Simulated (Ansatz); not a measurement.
System: hydrogen sulfide, H2S, charge 0, multiplicity 1. 
Geometry from a B3LYP-D3(BJ)/def2-TZVP (Ansatz, a first-principles code) optimisation:
SMILES: S
```xyz
3

S      0.0018     0.0003     0.1031
H     -0.0075     0.9678    -0.8277
H     -0.0219    -0.9726    -0.8218
```

Property: vertical triplet-singlet gap (E(triplet) - E(singlet); each state is the SCF solution reached for its spin; for the triplet the Hartree-Fock reference is unstable and T1 is 0.015), in kcal/mol. Cores are frozen in the correlated levels unless marked. Open shells are spin-unrestricted. No spin-orbit coupling. Non-relativistic. CBS marks a two-point X^-3 extrapolation of the correlation energy; Hartree-Fock from the larger set.

| level | program | vertical triplet-singlet gap (kcal/mol) |
|---|---|---|
| RI-HF/aug-cc-pV(Q+d)Z | Ansatz | 118.7 |
| SVWN5/def2-TZVPD | Ansatz | 131.4 |
| BHLYP/def2-TZVPD | Ansatz | 127.2 |
| RI-MP2/def2-QZVPPD | Ansatz | 134.0 |

**Question.** Estimate the value at CCSD(T)/CBS(def2-TZVPPD,def2-QZVPPD) as computed with Ansatz.

**Answer.** 132.8 kcal/mol, so RI-MP2/def2-QZVPPD differs from it by 1.2 kcal/mol.
